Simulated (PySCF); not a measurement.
Dipole moment and polarisability of `C1C[C@H]2CC[C@@H]12`

Compound: C6H10.
Numbering: `[CH2:1]1[CH2:2][C@H:3]2[CH2:4][CH2:5][C@@H:6]12` (hydrogens: H7, H8 on C1; H9, H10 on C2; H11 on C3; H12, H13 on C4; H14, H15 on C5; H16 on C6)

Geometry (PBE0-D3(BJ)/def2-SVP, Å), atoms numbered from 1 in this order:
```xyz
16
C6H10 angstrom
C     -1.2780    0.2446   -0.8352
C     -1.1871   -0.9122    0.1893
C     -0.1169   -0.1344    0.9856
C      1.3385   -0.4700    0.6175
C      1.2858    0.5600   -0.5365
C     -0.1377    0.9790   -0.1095
H     -2.2355    0.7837   -0.7818
H     -1.0901   -0.0085   -1.8910
H     -0.8382   -1.8768   -0.2126
H     -2.1198   -1.0976    0.7416
H     -0.3378    0.0613    2.0451
H      1.5334   -1.5189    0.3422
H      2.0536   -0.1886    1.4044
H      1.3476    0.1405   -1.5533
H      2.0365    1.3598   -0.4583
H     -0.2886    2.0442    0.1189
```

Level: CAM-B3LYP/def2-SVPD (PySCF), static field, nuclei fixed, core orbitals frozen in the response. The polarisability tensor in these axes (au):

```
x   70.12  1.27  1.60
y    1.27 63.54 -2.85
z    1.60 -2.85 63.49
```

**Question.** Diagonalise the tensor; give its mean and Δα, where Δα² is half the sum of the squared differences of the eigenvalues.

**Answer.** Principal values 60.25, 66.36 and 70.55 au; mean 65.72 au = 9.74 Å³ = 10.84 × 10⁻⁴⁰ C²·m²/J; Δα = 8.97 au (14 % of the mean).

**Question.** What is the dipole moment?

**Answer.** 0.16 D at this geometry.

**Question.** Sum over states: ᾱ = Σ f/ω², ω in Eh. What share falls to these 10 lowest TDDFT singlets (eV, f)? 7.56, 0.0104; 7.88, 0.0008; 7.89, 0.0027; 8.18, 0.0110; 8.28, 0.0646; 8.31, 0.0346; 8.35, 0.0300; 8.50, 0.0220; 8.51, 0.0000; 8.63, 0.0000.

**Answer.** They add up to 1.91 au, 2.9 % of the 65.72 au; the largest single term is 0.70 au, from the state at 8.28 eV. Terms in order: 0.13, 0.01, 0.03, 0.12, 0.70, 0.37, 0.32, 0.23, 0.00, 0.00 au. Higher excitations give the rest. The strengths listed sum to 0.176.

**Question.** What would n − 1 = 2πNα be for an ideal gas of these molecules at 273.15 K and 1 atm, electronic part alone?

**Answer.** N = p/kT = 2.6868 × 10¹⁹ cm⁻³, so n − 1 = 2π × N × 9.74 × 10⁻²⁴ cm³ = 1644 × 10⁻⁶ at long wavelengths, for an ideal gas.

**Question.** Directions of the eigenvectors, and the extent of the frame along each?

**Answer.** Largest value along (0.98, 0.10, 0.18), where the nuclei span 4.49 Å; middle along (0.05, 0.72, -0.69), 2.81 Å; least along (-0.20, 0.68, 0.70), 2.81 Å. 

**Question.** What molar refraction does this α imply?

**Answer.** Lorentz–Lorenz: R = (4π/3)N_A α = 2.5225 cm³/(mol·Å³) × 9.74 Å³ = 24.6 cm³/mol, in the limit of long wavelengths.

Geometry: PBE0-D3(BJ)/def2-SVP; no solvent, vibrations or thermal averaging.
